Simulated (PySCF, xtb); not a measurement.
**Relative energy of two isomers of CH3SSi−**

Structure a: `C=[SiH][S-]`, a singlet. Structure b: `C1[SiH-]S1`, a singlet. Both are isolated ions in the gas phase, relaxed with PBE0-D3(BJ)/def2-SVPD.

a (Å):

```xyz
6

C     0.2729    0.9864    1.2481
S     2.5984    2.7182   -0.6342
Si    0.7929    2.2250    0.1539
H     0.9324    0.2373    1.6951
H    -0.7844    0.9269    1.5285
H    -0.3756    3.0828   -0.2666
```

b (Å):

```xyz
6

C     0.0026    1.9691    0.5566
S     1.3193    2.3413   -0.6682
Si    1.6770    1.7568    1.5022
H     1.7744    0.2240    1.2620
H    -0.6240    2.8425    0.7805
H    -0.5963    1.0890    0.2877
```

Quicker runs give these differences E(b) − E(a): GFN2-xTB +109.7 kJ/mol; HF/STO-3G −133.3 kJ/mol (at GFN2-xTB geometries); r2SCAN-D4/def2-SVPD +90.1 kJ/mol (at GFN2-xTB geometries).

Q: Estimate E(b) − E(a) at the level CCSD(T)/def2-SVPD + ΔMP2/def2-TZVPPD.

A: Calculated at CCSD(T)/def2-SVPD + ΔMP2/def2-TZVPPD: E(b) − E(a) = +79.3 kJ/mol, so structure a lies lower.

Level by level:

```tsv
level	geometry	E(b) − E(a) (kJ/mol)	departure from the last row (kJ/mol)	job, with rough time for the two
GFN2-xTB	GFN2-xTB	+109.7	+30.4	optimisation, 0.24 s
HF/STO-3G	GFN2-xTB	−133.3	−212.6	single point, 1.9 s
r2SCAN-D4/def2-SVPD	GFN2-xTB	+90.1	+10.8	single point, 17 s
PBE0-D3(BJ)/def2-SVPD	PBE0-D3(BJ)/def2-SVPD	+74.0	−5.2	optimisation, 65 s
HF/def2-SVPD	PBE0-D3(BJ)/def2-SVPD	+100.3	+21.0	part of the CCSD(T) run
MP2/def2-SVPD	PBE0-D3(BJ)/def2-SVPD	+92.0	+12.7	part of the CCSD(T) run
CCSD(T)/def2-SVPD	PBE0-D3(BJ)/def2-SVPD	+83.9	+4.6	single point
CCSD(T)/def2-SVPD + ΔMP2/def2-TZVPPD	PBE0-D3(BJ)/def2-SVPD	+79.3		single point, 53 s
```

As drawn, b has 1 C–Si, 1 C–S in place of 1 C=Si. Structure a has no ring, b a 3-membered ring.

HF/STO-3G puts the two in the other order. The largest departure from CCSD(T)/def2-SVPD + ΔMP2/def2-TZVPPD is that of HF/STO-3G, 212.6 kJ/mol. The last row adds to CCSD(T) the change of the MP2 difference between the two basis sets, here −4.6 kJ/mol.

With thermal terms from frequencies at re-optimised GFN2-xTB minima (ideal gas, soft modes damped towards free rotors, one conformer each, 298.15 K, 1 atm): on the last row, ΔE + ΔZPE = +84.2, ΔH = +81.5, ΔG = +86.7 kJ/mol.

The correlated steps freeze 11 core orbitals. Programs: PySCF 2.14.0, xtb 6.7.1; the last row on 2 threads of Intel(R) Xeon(R) Platinum 8175M CPU @ 2.50GHz (Skylake/Cascade Lake) on a shared host.
